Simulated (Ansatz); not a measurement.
We consider bcc Nb, described by PBEsol (PAW; Ansatz, a quantum-chemistry and plane-wave program).

A relaxed, unreconstructed slab of the (100) face has 8 atoms, two equal faces of 10.712 Å² each and an energy of -35960.1539 eV. A bulk cell of 2 atoms with the same orientation and in-plane k mesh has -8990.9090 eV. Energies are extrapolated to zero smearing.

Numerical settings: plane-wave cutoff 500 eV, 16×16×1 k mesh (along the axes of the cell as run), Fermi–Dirac smearing 0.1 eV, scalar-relativistic PAW data made under PBE.

Worked out: γ = (E_slab − N E_bulk per atom)/2A = [-35960.1539 − 8 × (-8990.9090/2)]/(2 × 10.712) = 0.1625 eV/Å². With 16.022 J/m² per eV/Å² this is 2.60 J/m², or 1.74 eV per surface cell and face.
